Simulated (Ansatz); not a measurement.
Input file for C₅H₇N (`C=C1C=NC1C`):

```yaml
crystal:
  periodic: [false, false, false]
  atoms:
    - {symbol: C, position_ang: [0.976353, -1.646089, -0.472326]}
    - {symbol: C, position_ang: [0.005349, -0.885177, 0.005210]}
    - {symbol: C, position_ang: [-0.976166, -0.914176, 1.084905]}
    - {symbol: N, position_ang: [-1.510181, 0.239699, 0.880519]}
    - {symbol: C, position_ang: [-0.600366, 0.484492, -0.288784]}
    - {symbol: C, position_ang: [0.276910, 1.700624, -0.147911]}
    - {symbol: H, position_ang: [1.572755, -1.330184, -1.321062]}
    - {symbol: H, position_ang: [1.208323, -2.608566, -0.030190]}
    - {symbol: H, position_ang: [-1.247701, -1.628216, 1.860214]}
    - {symbol: H, position_ang: [-1.179223, 0.517529, -1.217302]}
    - {symbol: H, position_ang: [-0.333549, 2.606172, -0.130866]}
    - {symbol: H, position_ang: [0.853719, 1.655646, 0.778347]}
    - {symbol: H, position_ang: [0.974078, 1.773444, -0.985955]}
basis:
  gaussian: {orbitals: def2-SVP}
correlation: {method: ccsd_t}
```

```sh
$ ansatz run in.yaml --threads 4 --pin off --events-out ev --progress --plain --max-ram 10444MiB
```

Output of Ansatz, abridged:

```
Functional definition: HF
1232 factors; integrals over basis functions are off by at most 1.6e-3 eV
mean field evaluation 1: about -6734.2595 eV, gradient 3.2e1 eV
mean field evaluation 2: about -6734.2689 eV, gradient 3.2e1 eV
mean field evaluation 4: about -6737.4553 eV, gradient 5.5e0 eV
mean field evaluation 8: about -6737.5421 eV, gradient 1.7e-1 eV
mean field evaluation 16: about -6737.5268 eV, gradient 1.5e0 eV
mean field -6737.54229994 eV, -247.6001126525 hartree, gradient 2.2e-6 eV, S^2 0.000000; 0 other end points of the search recorded, 0 dependent functions left out; unrestricted orbitals would lower it
6 core orbitals not correlated: weight in the atoms' cores, before any rotation towards them, 1.000 or more for the frozen orbitals, at most 0.000 for the correlated occupied ones
reference -6737.54229994 eV, -247.6001126525 hartree; 16, 16 occupied and 97, 97 virtual orbitals, 1232 factors
second order -22.56780880 eV of doubles, -0.00000000 eV of singles
cycle   1  -23.16876506 eV  change   -6.0e-1 eV  update   1.1e-1
cycle   2  -23.82916509 eV  change   -6.6e-1 eV  update   3.6e-2
cycle   3  -23.98245738 eV  change   -1.5e-1 eV  update   1.7e-2
cycle   4  -23.98435427 eV  change   -1.9e-3 eV  update   5.1e-3
cycle   5  -23.98718258 eV  change   -2.8e-3 eV  update   2.1e-3
cycle   6  -23.98757050 eV  change   -3.9e-4 eV  update   6.1e-4
cycle   7  -23.98724241 eV  change    3.3e-4 eV  update   2.9e-4
cycle   8  -23.98725698 eV  change   -1.5e-5 eV  update   1.3e-4
cycle   9  -23.98723848 eV  change    1.8e-5 eV  update   5.0e-5
cycle  10  -23.98721229 eV  change    2.6e-5 eV  update   2.0e-5
perturbative correction -0.93987221 eV, -0.0345396668 hartree
Total energy: -6762.46938444 eV, -248.5161661118 hartree
```

Hardware: 4 threads of an Arm Neoverse V1 on a shared host. Wall time 14 s, peak host memory 0.72 GiB.

The correlation energy is -24.927 eV, 3.8 % of it from (T); the T1 diagnostic reads 0.0110.
